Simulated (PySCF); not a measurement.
# C5H10S: the cost of one run

Programs: PySCF 2.14.0, with routines of our own; each step states its level. All values are computed. Atoms count from 0.

## (1) The system as given

16 atoms, charge 0, multiplicity 1; geometry from: GFN2-xTB.

## (2) Relaxing the molecule at PBE0-D3(BJ)/def2-SVP

What the job is given:

```
{"job": {"xc": "PBE0", "basis": "def2-SVP", "d3": "d3bj", "grid": 1, "kind": "geom"}, "charge": 0, "multiplicity": 1}
C      1.969937     0.832423     0.128697
C      0.458281     0.906147    -0.060096
C     -0.218781    -0.321639     0.500711
C     -0.346928    -1.554391    -0.342543
C     -1.568601    -0.762757     0.011691
S     -2.410014     0.134976    -1.305684
H      2.222015     0.794188     1.186561
H      2.367879    -0.058950    -0.350691
H      2.450091     1.704209    -0.308694
H      0.071681     1.797239     0.443266
H      0.225718     0.993974    -1.123012
H     -0.039986    -0.468557     1.560908
H     -0.219171    -2.528445     0.104917
H     -0.002466    -1.492926    -1.364120
H     -2.271049    -1.183472     0.719292
H     -2.696206     1.216926    -0.581181
```

The run is started by

```sh
OMP_NUM_THREADS=1 python excited_run.py task.json out
```

This one command runs all jobs of the session in turn.

Q: Estimate the wall time and peak memory of this first job on 1 thread of Intel Xeon Platinum 8488C, shared host.

About 29 s, with a peak of 0.66 GiB.
